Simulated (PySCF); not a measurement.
## Basis-set dependence of excited states

Compound: C2H4.
Geometry (PBE0-D3(BJ)/def2-SVP, Å), atoms numbered from 1 in this order:
```xyz
6
C2H4 angstrom
C     -0.6450   -0.1049    0.0615
C      0.6659    0.0712   -0.0837
H     -1.2744    0.6461    0.5483
H     -1.1483   -1.0062   -0.3017
H      1.2983   -0.6762   -0.5725
H      1.1667    0.9740    0.2789
```

TDDFT with PBE0 (PySCF), vertical singlets, core orbitals frozen in the response, spherical d and f functions. Geometry: PBE0-D3(BJ)/def2-SVP; no solvent, vibrations or thermal averaging.

Problem. Compare 6-31G*, def2-SVP, def2-SVPD, aug-cc-pVDZ, def2-TZVP, def2-TZVPD and aug-cc-pVTZ for this molecule.

Solution. 

```
      basis  functions  diffuse  S1 (eV)  S2 (eV)  S3 (eV)  S4 (eV)  S5 (eV)  LUMO (eV)  α (au)
     6-31G*         36       no     8.37     8.46     9.49     9.74     9.87       0.71    20.0
   def2-SVP         48       no     8.20     8.23     8.82     9.17     9.67       0.37    21.4
  def2-SVPD         72      yes     7.68     7.86     8.04     8.39     9.00       0.08    26.9
aug-cc-pVDZ         82      yes     6.89     7.47     7.49     7.55     7.99      -0.04    27.9
  def2-TZVP         86       no     7.81     8.04     8.37     8.91     9.20       0.10    25.2
 def2-TZVPD        110      yes     7.27     7.70     7.89     7.99     8.38       0.01    27.9
aug-cc-pVTZ        184      yes     6.89     7.45     7.46     7.53     7.97      -0.07    28.1
```

States are compared by their number. Against the largest diffuse basis here (aug-cc-pVTZ, itself not a converged limit), sets without diffuse functions differ by up to 1.48 eV in S1 and 1.90 eV in S5; the smaller diffuse sets differ by up to 0.80 and 1.03 eV. S1 is led by HOMO-1→LUMO (98%) in def2-SVP and by HOMO→LUMO+1 (98%) in aug-cc-pVTZ. State by state, the largest deviation of a set without diffuse functions is S1 1.48, S2 1.01, S3 2.02, S4 2.21, S5 1.90 eV. The same number needn't mean the same state in each row. Against aug-cc-pVTZ the polarisability deviates by -29% in 6-31G*, -24% in def2-SVP, -4% in def2-SVPD, -1% in aug-cc-pVDZ, -10% in def2-TZVP, -1% in def2-TZVPD.
